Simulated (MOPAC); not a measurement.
MOPAC input (PM3):

```
PM3 FORCE THERMO(298,298) PRECISE LET UHF MS=0.5 GEO-OK AUX(PRECISION=9) THREADS=1
C4H7

C     0.00514653 1   -0.02475986 1    1.47488270 1
C     0.00055401 1   -0.00404711 1    0.15629229 1
H     0.00995853 1   -0.48499707 1    2.43598575 1
C    -0.00628522 1    1.29321915 1   -0.56988330 1
H    -0.00683611 1    2.15260906 1    0.11212572 1
H     0.87838691 1    1.37617512 1   -1.21538370 1
H    -0.89587698 1    1.37022145 1   -1.20933151 1
C     0.00189304 1   -1.24415108 1   -0.66188258 1
H     0.00704024 1   -2.15072517 1   -0.04395746 1
H    -0.88690473 1   -1.28177279 1   -1.30601198 1
H     0.88649443 1   -1.27584959 1   -1.31206723 1
```

Q: Which zero-point energy does it print?

A: 58.45 kcal/mol, from the harmonic wavenumbers of PM3.
